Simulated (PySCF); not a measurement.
A search over the determinants of SiC⁺

Unrestricted PBE0; PySCF, no relativity, basis sets Si def2-TZVP, C def2-TZVP. Outer shells of the fragments: Si+ 3s2 3p1; C 2s2 2p2.

Followed along the bond (rough minima from three points):

```tsv
2Ms+1	unpaired	⟨S²⟩ at the start	R at minimum (Å)	Te (eV)
4	σ ↑, π ↑↑	3.75	1.82	0.00
2	σ ↓, π ↑↑	1.78	1.83	0.61
2	σ ↑, π ↑↓	1.77	1.83	0.63
2	σ ↑	0.82	1.85	1.68
2	π ↑	0.75	none in the scan	≤ 1.60
```

Solutions found at the starting distance of 1.925 Å, counted from the lowest of them; the search is not exhaustive and high or unbound solutions are not listed, so other states can lie among these:

```tsv
2Ms+1	unpaired	term	E (eV)	⟨S²⟩	⟨Lz²⟩	μ (D)
4	σ ↑, π ↑↑	⁴Σ⁻	0.00	3.75	0.00	-1.40
2	σ ↓, π ↑↑	mixed	0.60	1.78	0.00	-1.70
2	σ ↑, π ↑↓	mixed	0.61	1.77	2.01	-1.48
2	π ↑	²Π	1.50	0.75	1.00	-1.56
2	σ ↑	mixed	1.60	0.82	2.00	-1.14
2	π ↑	mixed	2.05	1.25	1.01	-1.69
4	σ ↑, π ↑↑	mixed	3.44	3.76	2.01	0.43
4	π ↑↑↑	⁴Π	3.59	3.84	1.01	-0.55
```

A term symbol is given only where ⟨S²⟩ and ⟨Lz²⟩ are close to those of a pure state; real π, δ and φ orbitals otherwise mix terms. A positive dipole points towards C; it is taken about the centre of mass and depends on that origin.
